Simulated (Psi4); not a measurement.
# CH2P2 (SMILES P#CP), step by step

Wanted: a geometry optimisation (r2SCAN/STO-3G), then the harmonic vibrations, then the energy (MP2/def2-TZVPP) of CH2P2. 

The calculation is run with Psi4 1.11.

### 1 The structure to begin with

CH2P2 has 5 atoms, charge 0, and is taken as a singlet. SMILES: `P#CP`. The coordinates come from a GFN2-xTB relaxation. The run starts from this shape.

Bond lengths: P1–C2 1.562 Å, C2–P3 1.749 Å, P3–H4 1.401 Å, P3–H5 1.401 Å. Angles: P1–C2–P3 172.2°, C2–P3–H4 96.0°, C2–P3–H5 95.9°, H4–P3–H5 92.6°.

### 2 A structure relaxation at r2SCAN/STO-3G (density fitting) (run 1)

File ch2p2.py:

```python
import psi4

psi4.set_memory('1600 MB')
psi4.set_num_threads(1)
psi4.core.set_output_file('run.log', False)

m = psi4.geometry("""
P     -0.184270    -1.526160     1.855470
C     -0.179400    -0.463280     0.711510
P     -0.345190     0.838030    -0.445400
H     -0.313860     0.025160    -1.585910
H      1.022730     1.126250    -0.535670
""")

psi4.set_options(dict(basis='STO-3G', geom_maxiter=60))

e = psi4.optimize("r2scan", molecule=m)
print(f'r2scan energy: {e:.10f} Eh')
print(m.to_string(dtype='xyz', units='Angstrom'))
for k, v in sorted(psi4.core.scalar_variables().items()):
    print(f'{k:45s} {v:18.10f}')
```

Started as:

```sh
$ python ch2p2.py
```

run.log:

```text
[...]
  Running in c1 symmetry.
[...]
  Nuclear repulsion =  112.277776165079032
[...]
  Multiplicity = 1
[...]
  Nalpha       = 19
  Nbeta        = 19
[...]
    Number of basis functions: 25
[...]
   @DF-RKS iter   1:  -713.65102162901019   -1.15021e+00   1.04010e-02 DIIS/ADIIS
[...]
   @DF-RKS iter   7:  -713.69475693463835    0.00000e+00   4.41579e-09 DIIS
[...]
  @DF-RKS Final Energy:  -713.69475693463835
   => Energetics <=
    Nuclear Repulsion Energy =            111.7988888510585923
    One-Electron Energy =               -1213.8378148395402150
    Two-Electron Energy =                 441.1196840068140546
    DFT Exchange-Correlation Energy =     -52.7755149529707381
    Empirical Dispersion Energy =           0.0000000000000000
    VV10 Nonlocal Energy =                  0.0000000000000000
    Total Energy =                       -713.6947569346383489
[...]
  -Total Gradient:
     Atom            X                  Y                   Z
    ------   -----------------  -----------------  -----------------
       1        0.000095963171     0.000078111347    -0.000016593394
       2        0.000018685781    -0.000155605245    -0.000212255605
       3        0.000274380072     0.000037287834    -0.000242269941
       4        0.000267164354    -0.000117598781    -0.000175822171
       5        0.000237737517    -0.000134661274    -0.000189637385
[...]
```

Standard output:

```text
Some dependencies such as QCElemental have not yet finished migration to pydantic v2. If issues are encountered please downgrade pydantic or upgrade QCElemental as appropriate

	The following linear bends have been detected:
 L(1,2,3), missing.
	 l(1,2,3), missing.

AlgError: Exception created. Mesg: New linear angles
AlgError: Linear bends detected.
 L(1,2,3)
 l(1,2,3)
 Caught AlgError exception

 Erasing history.

Optimizer: Optimization complete!
r2scan energy: -713.6947569346 Eh
5
0 1 CH2P2
P                     0.066181670930    -1.200482243694     1.187002678845
C                     0.035317757107    -0.132870000409     0.090432769735
P                    -0.118899366435     1.193246939611    -1.110098989052
H                    -0.072218753124     0.347373077995    -2.247229594478
H                     1.271883605395     1.457051830513    -1.193040006280

CURRENT ENERGY                                   -713.6947569346
CURRENT REFERENCE ENERGY                         -713.6947569346
DD SOLVATION ENERGY                                 0.0000000000
DFT FUNCTIONAL TOTAL ENERGY                      -713.6947569346
DFT TOTAL ENERGY                                 -713.6947569346
DFT VV10 ENERGY                                     0.0000000000
DFT XC ENERGY                                     -52.7755149530
GRID ELECTRONS ALPHA                               19.0000009473
GRID ELECTRONS BETA                                19.0000009473
GRID ELECTRONS TOTAL                               38.0000018947
NUCLEAR REPULSION ENERGY                          111.7988888511
ONE-ELECTRON ENERGY                             -1213.8378148395
OPTIMIZATION ITERATIONS                             6.0000000000
PCM POLARIZATION ENERGY                             0.0000000000
PE ENERGY                                           0.0000000000
SCF ITERATION ENERGY                             -713.6947569346
SCF ITERATIONS                                      7.0000000000
SCF TOTAL ENERGY                                 -713.6947569346
TWO-ELECTRON ENERGY                               441.1196840068
XC GRID RADIAL POINTS                              75.0000000000
XC GRID SPHERICAL POINTS                          302.0000000000
XC GRID TOTAL POINTS                           104366.0000000000
```

Wall time 33 s (1 thread of Intel Xeon Platinum 8259CL at 2.50GHz (Skylake/Cascade Lake), shared host); peak memory 0.39 GiB.

Steps, from the record of the run:

| step | energy from the first frame kept (eV) | largest force (eV/Å) |
| --- | --- | --- |
| 0 | 0.0000 | 3.3142 |
| 1 | -0.0648 | 0.3474 |
| 2 | -0.0691 | 0.1007 |
| 3 | -0.0695 | 0.0541 |
| 4 | -0.0697 | 0.0334 |
| 5 | -0.0697 | 0.0189 |

After the run. Bond lengths: P1–C2 1.531 Å, C2–P3 1.795 Å, P3–H4 1.418 Å, P3–H5 1.418 Å. Angles: P1–C2–P3 174.8°, C2–P3–H4 95.3°, C2–P3–H5 95.3°, H4–P3–H5 91.8°.

### 3 The harmonic vibrations at r2SCAN/STO-3G (density fitting) (run 2)

File ch2p2.xyz:

```xyz
5
CH2P2
P     -0.168639    -1.538974     1.846205
C     -0.199503    -0.471362     0.749635
P     -0.353720     0.854755    -0.450897
H     -0.307040     0.008881    -1.588027
H      1.037063     1.118560    -0.533838
```

File run.py:

```python
import psi4

psi4.set_memory('1600 MB')
psi4.set_num_threads(1)
psi4.set_output_file('output.dat', False)

with open('ch2p2.xyz') as f:
    atoms = ''.join(f.readlines()[2:])
mol = psi4.geometry('0 1\n' + atoms + '')

psi4.set_options(dict(basis='STO-3G', t=600.0, rotational_symmetry_number=1))

e_tot = psi4.frequency("r2scan", molecule=mol)
print('E =', round(e_tot, 9))
for k, v in sorted(psi4.core.scalar_variables().items()):
    print(f'{k:45s} {v:18.10f}')
```

Started as:

```sh
$ python run.py
```

output.dat:

```text
[...]
  Running in c1 symmetry.
[...]
  Nuclear repulsion =  111.798888612638223
[...]
  Multiplicity = 1
[...]
  Nalpha       = 19
  Nbeta        = 19
[...]
    Number of basis functions: 25
[...]
   @DF-RKS iter   1:  -713.65241502595472   -1.15902e+00   1.05033e-02 DIIS/ADIIS
[...]
   @DF-RKS iter  11:  -713.69475547323373    7.95808e-13   8.61418e-10 DIIS
[...]
  @DF-RKS Final Energy:  -713.69475547323373
   => Energetics <=
    Nuclear Repulsion Energy =            111.8053511371120834
    One-Electron Energy =               -1213.8498935815464392
    Two-Electron Energy =                 441.1255491724946296
    DFT Exchange-Correlation Energy =     -52.7757622012939009
    Empirical Dispersion Energy =           0.0000000000000000
    VV10 Nonlocal Energy =                  0.0000000000000000
    Total Energy =                       -713.6947554732337267
[...]
  -Total Gradient:
     Atom            X                  Y                   Z
    ------   -----------------  -----------------  -----------------
       1        0.000101836901     0.000077237431    -0.000006426599
       2       -0.000051044937    -0.000195030804    -0.000279658986
       3        0.000219404296    -0.000355957184    -0.000718365758
       4        0.000339729636     0.000305332374     0.000487967897
       5        0.000284323461    -0.000122971825    -0.000317953607
[...]
  ==> Harmonic Vibrational Analysis <==
[...]
  Freq [cm^-1]                 273.2344            289.6549            552.2059
[...]
  IR activ [km/mol]             2.8094              3.9469              1.8349
[...]
  Freq [cm^-1]                 981.8701           1018.8302           1343.1038
[...]
  IR activ [km/mol]            44.3568             20.9432             45.4167
[...]
  Freq [cm^-1]                1662.0794           2703.4248           2746.0162
[...]
```

On the terminal:

```text
Warning: used thermodynamics relations inappropriate for low-frequency modes: ['273.2344' '289.6549' '552.2059']
E = -713.694756935
CURRENT ENERGY                                   -713.6947569350
CURRENT REFERENCE ENERGY                         -713.6947569350
DD SOLVATION ENERGY                                 0.0000000000
DFT FUNCTIONAL TOTAL ENERGY                      -713.6947569350
DFT TOTAL ENERGY                                 -713.6947569350
DFT VV10 ENERGY                                     0.0000000000
DFT XC ENERGY                                     -52.7755150327
ENTHALPY                                         -713.6558791345
ENTHALPY CORRECTION                                 0.0388778005
FINDIF NUMBER                                      25.0000000000
GIBBS FREE ENERGY                                -713.7293254716
GIBBS FREE ENERGY CORRECTION                       -0.0345685366
GRID ELECTRONS ALPHA                               19.0000009473
GRID ELECTRONS BETA                                19.0000009473
GRID ELECTRONS TOTAL                               38.0000018947
NUCLEAR REPULSION ENERGY                          111.7988886126
ONE-ELECTRON ENERGY                             -1213.8378148144
PCM POLARIZATION ENERGY                             0.0000000000
PE ENERGY                                           0.0000000000
SCF ITERATION ENERGY                             -713.6947569350
SCF ITERATIONS                                     11.0000000000
SCF TOTAL ENERGY                                 -713.6947569350
THERMAL ENERGY                                   -713.6577792207
THERMAL ENERGY CORRECTION                           0.0369777142
TWO-ELECTRON ENERGY                               441.1196842995
ZERO K ENTHALPY                                  -713.6683975795
ZPVE                                                0.0263593554
```

Run time: 2.6 min. Hardware: 1 thread of Intel Xeon Platinum 8259CL at 2.50GHz (Skylake/Cascade Lake), shared host; peak memory 0.38 GiB.

### 4 A single-point energy at MP2/def2-TZVPP (density fitting, density fitting for correlation) (run 3)

File calc.in:

```
memory 1.6 GB

molecule {
  0 1
  P     -0.168639    -1.538974     1.846205
  C     -0.199503    -0.471362     0.749635
  P     -0.353720     0.854755    -0.450897
  H     -0.307040     0.008881    -1.588027
  H      1.037063     1.118560    -0.533838
  symmetry c1
}

set {
  basis def2-TZVPP
  reference rhf
  num_frozen_docc 11
}

energy('mp2')
print_variables()
```

Started as:

```sh
$ psi4 -i calc.in -o calc.out -n 1
```

calc.out:

```text
[...]
  Running in c1 symmetry.
[...]
  Nuclear repulsion =  111.798888612638223
[...]
  Multiplicity = 1
[...]
  Nalpha       = 19
  Nbeta        = 19
[...]
    Number of basis functions: 143
[...]
   @DF-RHF iter   1:  -720.41127982549472   -6.17551e-01   2.55601e-03 ADIIS/DIIS
[...]
   @DF-RHF iter  14:  -720.48366895917388   -8.86757e-12   3.42200e-09 DIIS
[...]
  @DF-RHF Final Energy:  -720.48366895917388
   => Energetics <=
    Nuclear Repulsion Energy =            111.7988886126382226
    One-Electron Energy =               -1218.1560187408372258
    Two-Electron Energy =                 385.8734611690252336
    Total Energy =                       -720.4836689591738832
[...]
 Multipole Moments:
 ------------------------------------------------------------------------------------
     Multipole            Electronic (a.u.)      Nuclear  (a.u.)        Total (a.u.)
 ------------------------------------------------------------------------------------
 L = 1.  Multiply by 2.5417464519 to convert [e a0] to [Debye]
 Dipole X            :         -1.0005987            1.1731527            0.1725540
 Dipole Y            :         -1.7078873            1.6982501           -0.0096372
 Dipole Z            :          3.0890203           -3.2959044           -0.2068841
 Magnitude           :                                                    0.2695715
[...]
```

Run time: 4.2 s. Hardware: 1 thread of Intel Xeon Platinum 8259CL at 2.50GHz (Skylake/Cascade Lake), shared host; peak memory 0.26 GiB.

### 5 What came out

```
                                                                    quantity             value
                               run 1, r2SCAN/STO-3G: total energy at the end     -713.69476 Eh
                                         run 1, r2SCAN/STO-3G: dipole moment            0.64 D
                                           run 1, r2SCAN/STO-3G: HOMO energy          -3.08 eV
                                           run 1, r2SCAN/STO-3G: LUMO energy           2.53 eV
                                         run 1, r2SCAN/STO-3G: HOMO–LUMO gap           5.60 eV
                            run 2, r2SCAN/STO-3G: lowest harmonic wavenumber          273 cm⁻¹
                           run 2, r2SCAN/STO-3G: highest harmonic wavenumber         2746 cm⁻¹
                                     run 2, r2SCAN/STO-3G: zero-point energy       69.2 kJ/mol
run 2, r2SCAN/STO-3G: ideal-gas entropy at 600 K (symmetry number 1 as used)  76.8 cal/(mol K)
                                         run 3, MP2/def2-TZVPP: total energy     -720.93251 Eh
                  run 3, MP2/def2-TZVPP: HOMO energy (Hartree–Fock orbitals)          -9.51 eV
                  run 3, MP2/def2-TZVPP: LUMO energy (Hartree–Fock orbitals)           1.70 eV
                run 3, MP2/def2-TZVPP: HOMO–LUMO gap (Hartree–Fock orbitals)          11.21 eV
         run 3, MP2/def2-TZVPP: correlation energy (11 core orbitals frozen)        -448.8 mEh
```

In words: The optimisation (run 1, r2SCAN/STO-3G) took 6 steps and changed the energy by -0.070 eV. All 9 modes (run 2, r2SCAN/STO-3G) are real, so the shape is a minimum at this level.
